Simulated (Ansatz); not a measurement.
Ideal-gas functions of `BF` at 800 K and 1 bar, from an Ansatz frequency run at PBE0-D4/def2-TZVP.

Molar mass 31.83 g/mol, point group C2v (symmetry number 2), electronic degeneracy 1, moments of inertia 2.261, 15.636, 17.897 u Å². Harmonic wavenumbers (cm⁻¹, unscaled): 1017, 1079, 1180, 1363, 2574, 2678.

Use S(trans) = R[1.5 ln M + 2.5 ln T − 1.1517]; rotational temperatures θ = 24.2544 K / I; S(rot) = R[ln(√π/σ · √(T³/θAθBθC)) + 1.5]; for each mode x = 1.438777 ν̃/T, S = R[x/(eˣ − 1) − ln(1 − e⁻ˣ)] and H = RT x/(eˣ − 1); 1 cm⁻¹ = 0.0119627 kJ/mol; R = 8.31446 J/(mol·K).

Question: By hand: the entropy, in J/(mol·K).

Answer: Translation 172.5. Rotation: θ = 10.7273, 1.5512, 1.3552 K, giving 81.9. Vibration, mode by mode: 4.36, 4.00, 3.46, 2.67, 0.46, 0.39, in all 15.3. Electronic 0.0. Sum 269.7 J/(mol·K).

Question: By hand: H − E and G − E in kJ/mol, counted from the electronic energy.

Answer: Zero-point energy ½ × 9891 × 0.0119627 = 59.2; thermal vibration 8.5; translation, rotation and pV give 4 RT = 26.6. H − E = 94.3 kJ/mol, and G − E = 94.3 − 800 × 269.7/1000 = -121.5 kJ/mol.

Vibration gives 6 % of the entropy.
